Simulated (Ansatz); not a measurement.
`CO/C=C(/N)O`, charge 0, multiplicity 1.

(1) Give a relaxed structure at PBE0-D4/def2-TZVP (the Gaussian-basis code of Ansatz). (Best estimate.)

Results:

(1) Computed: 
```xyz
13

C     0.420    2.010   -0.705
O    -0.293    0.821   -0.977
C     0.304   -0.306   -0.446
C    -0.377   -0.998    0.476
N     0.063   -2.111    1.163
O    -1.614   -0.624    0.863
H    -0.133    2.832   -1.160
H     0.514    2.178    0.374
H     1.425    1.971   -1.143
H     1.281   -0.592   -0.820
H    -0.658   -2.809    1.280
H     0.910   -2.507    0.788
H    -1.842    0.134    0.306
```
This is one stationary point; other conformers may exist.
